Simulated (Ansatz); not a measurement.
**MP2/STO-3G run of SiO2 (silicon dioxide molecule)**

Aim: the vertical ionisation energy of SiO2 (silicon dioxide molecule) at MP2/STO-3G, from 2 runs. 

The results are computed with Ansatz 0.2.0.

35 further runs of the same task are left out: 5 that didn't finish, 30 set aside as unsound or not needed.

## (1) The molecule

The species is SiO2 (3 atoms), meant as a singlet with charge 0. SMILES: `O=[Si]=O`. Geometry: relaxed at PBE0-D4/def2-TZVP.

Bond lengths: O1–Si2 1.506 Å, Si2–O3 1.506 Å. Angles: O1–Si2–O3 180.0°.

## (2) The energy at MP2/STO-3G

input.yaml

```yaml
crystal:
  periodic: [false, false, false]
  atoms:
    - {symbol: O, position_ang: [0.697730, 1.229600, 0.518760]}
    - {symbol: Si, position_ang: [-0.000010, 0.000000, -0.000000]}
    - {symbol: O, position_ang: [-0.697730, -1.229610, -0.518760]}
basis:
  gaussian: {orbitals: STO-3G}
correlation: {method: mp2, frozen_orbitals: {O: 1, Si: 5}}
accuracy: high
```

Run with:

```bash
$ ansatz run input.yaml --threads 1 --pin off --max-ram 3480MiB --events-out events.jsonl --progress --plain --runs-dir runs
```

Standard output:

```text
Warning: RAYON_NUM_THREADS=1 ignored (pool sized by the plan → 1); use --threads N
Functional definition: HF
  name "HF"
  exchange = exact_x
  correlation = 0
325 factors; integrals over basis functions are off by at most 2.9e-8 eV
mean field evaluation 1: about -11779.8989 eV, gradient 4.1e1 eV
mean field evaluation 2: about -11779.9293 eV, gradient 4.1e1 eV
mean field evaluation 4: about -11786.2394 eV, gradient 1.0e0 eV
mean field evaluation 8: about -11786.2438 eV, gradient 2.2e-2 eV
mean field -11786.24377430 eV, -433.1364697024 hartree, gradient 1.7e-8 eV, S^2 0.000000; 0 other end points of the search recorded, 0 dependent functions left out
7 core orbitals not correlated: weight in the atoms' cores, before any rotation towards them, 1.000 or more for the frozen orbitals, at most 0.000 for the correlated occupied ones
reference -11786.24377430 eV, -433.1364697024 hartree; 8, 8 occupied and 4, 4 virtual orbitals, 325 factors
second order -5.63809202 eV of doubles, -0.00000000 eV of singles
Total energy: -11791.88186632 eV, -433.3436657625 hartree
```

Wall time 0.1 s (1 thread of Arm Neoverse V2, shared host).

## (3) The doublet cation, same level

molecule.yaml

```yaml
basis:
  gaussian: {orbitals: STO-3G}
crystal:
  periodic: [false, false, false]
  atoms:
    - {symbol: O, position_ang: [0.697730, 1.229600, 0.518760]}
    - {symbol: Si, position_ang: [-0.000010, 0.000000, -0.000000]}
    - {symbol: O, position_ang: [-0.697730, -1.229610, -0.518760]}
total_charge: 1
magnetization: {spin_polarized: true, initial_magnetization: 1}
correlation: {method: mp2, frozen_orbitals: {O: 1, Si: 5}}
accuracy: high
```

Run with:

```bash
$ ansatz run molecule.yaml --threads 1 --pin off --max-ram 3480MiB --events-out events.jsonl --progress --plain --runs-dir runs
```

Standard output, shortened:

```text
Warning: RAYON_NUM_THREADS=1 ignored (pool sized by the plan → 1); use --threads N
[... 2 set-up lines as earlier in the session ...]
[...]
325 factors; integrals over basis functions are off by at most 2.9e-8 eV
[...]
mean field -11781.33923234 eV, -432.9562311101 hartree, gradient 2.0e-8 eV, S^2 1.225794; 6 other end points of the search recorded, 0 dependent functions left out
7 core orbitals not correlated: weight in the atoms' cores, before any rotation towards them, 1.000 or more for the frozen orbitals, at most 0.000 for the correlated occupied ones
reference -11781.33923234 eV, -432.9562311101 hartree; 8, 7 occupied and 4, 5 virtual orbitals, 325 factors
second order -3.01090336 eV of doubles, -0.00000000 eV of singles
Total energy: -11784.35013571 eV, -433.0668797678 hartree
```

Run time: 0.26 s. Hardware: 1 thread of Arm Neoverse V2, shared host.

## (4) Results

Level: MP2/STO-3G, 7 core orbitals frozen.

```
                                                   quantity          value
                                 singlet SiO2: total energy  -433.34367 Eh
  singlet SiO2: correlation energy (7 core orbitals frozen)     -207.2 mEh
                               doublet cation: total energy  -433.06688 Eh
doublet cation: correlation energy (7 core orbitals frozen)     -110.6 mEh
          doublet cation: ⟨S²⟩ of the reference determinant          1.226
         vertical ionisation energy (to the doublet cation)       7.532 eV
```

**Reading.** Removing an electron at fixed nuclei costs 7.53 eV (727 kJ/mol). In a minimal basis such a difference can be off by several eV, whatever the method. ⟨S²⟩ (doublet cation) is 1.23 where a pure doublet has 0.75: the reference is spin-contaminated.
